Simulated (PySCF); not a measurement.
Nitrogen placed at different ring positions: thiophene 1N. Gas-phase values, no solvent. Strings in code marks are SMILES.

The T1 excitation (TDA) from two functionals at the same geometries (PBE0-D4/def2-TZVP), both in PySCF: PBE-D3(BJ)/def2-TZVP and PBE0-D4/def2-TZVP. Excitations are Tamm–Dancoff values on a coarser integration grid. The basis has no diffuse functions, so Rydberg states are missing or too high.

```
species    PBE-D3(BJ)/def2-TZVP (eV)
---------  -------------------------
`c1ccsc1`                       3.93
`c1cscn1`                       3.96
`c1cnsc1`                       4.26
```

### Question
What does PBE0-D4/def2-TZVP give for each?

### Answer

- `c1ccsc1`: 3.85
- `c1cscn1`: 3.91
- `c1cnsc1`: 4.20
Over these rows, drawn at random from the members with no instability flagged (it was tested for open shells, ions and some series alone), PBE minus PBE0-D4: mean +0.06 eV, from +0.05 eV to +0.08 eV.
